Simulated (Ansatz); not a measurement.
Input file for Ansatz (a first-principles code): R-CCSD(T)/aug-cc-pVDZ on CH4 (SMILES C).

Ansatz 0.2 input:
```yaml
crystal:
  periodic: [false, false, false]
  atoms:
    - {symbol: C, position_ang: [-0.00000000, -0.00000000, -1.80727900]}
    - {symbol: H, position_ang: [0.88909900, 0.51332200, -1.44240000]}
    - {symbol: H, position_ang: [-0.00000000, -0.00000000, -2.89684300]}
    - {symbol: H, position_ang: [-0.88909900, 0.51332200, -1.44240000]}
    - {symbol: H, position_ang: [-0.00000000, -1.02664300, -1.44240000]}
basis:
  gaussian:
    orbitals: aug-cc-pVDZ
magnetization: {spin_polarized: false}
correlation: {method: ccsd_t, electrons: outside_noble_gas}
scf: {lower_state_search: off}
```

The log:

```
WARN ansatz: RAYON_NUM_THREADS=1 ignored (pool sized by the plan → 1); use --threads N
Functional definition: HF
these checks for a lower state are left out or cut short: stability, starts, cluster_reference, orbital_swaps, neighbouring_geometries, increment
integrals: 0.03 GiB planned
572 factors; integrals over basis functions are off by at most 1.2e-3 eV
mean field: 0.07 GiB planned
mean field evaluation 1: about -1092.4799 eV, gradient 2.4e1 eV
mean field evaluation 2: about -1092.4799 eV, gradient 2.4e1 eV
mean field evaluation 4: about -1093.8761 eV, gradient 1.5e0 eV
mean field evaluation 8: about -1093.8877 eV, gradient 1.7e-6 eV
mean field -1093.88770832 eV, -40.1996318170 hartree, gradient 1.7e-6 eV, S^2 0.000000; 0 other end points of the search recorded, 0 dependent functions left out
1 core orbitals not correlated
reference -1093.88770832 eV, -40.1996318170 hartree; 4, 4 occupied and 54, 54 virtual orbitals, 572 factors
second order -4.56881579 eV of doubles, -0.00000000 eV of singles
coupled cluster: 0.11 GiB planned
cycle   1  -5.04339900 eV  change   -4.7e-1 eV  update   4.2e-2
cycle   2  -5.19322210 eV  change   -1.5e-1 eV  update   1.3e-2
cycle   3  -5.20414514 eV  change   -1.1e-2 eV  update   3.0e-3
cycle   4  -5.20439644 eV  change   -2.5e-4 eV  update   7.9e-4
cycle   5  -5.20438520 eV  change    1.1e-5 eV  update   1.9e-4
cycle   6  -5.20442140 eV  change   -3.6e-5 eV  update   5.4e-5
cycle   7  -5.20443814 eV  change   -1.7e-5 eV  update   1.1e-5
cycle   8  -5.20444060 eV  change   -2.5e-6 eV  update   2.6e-6
perturbative correction -0.12225139 eV, -0.0044926556 hartree
Total energy: -1099.21440031 eV, -40.3953841370 hartree
Checks for a lower state left out: stability, starts, cluster_reference, orbital_swaps, neighbouring_geometries, increment
```

The run converged.

Cost: very roughly 0.9 core-seconds.
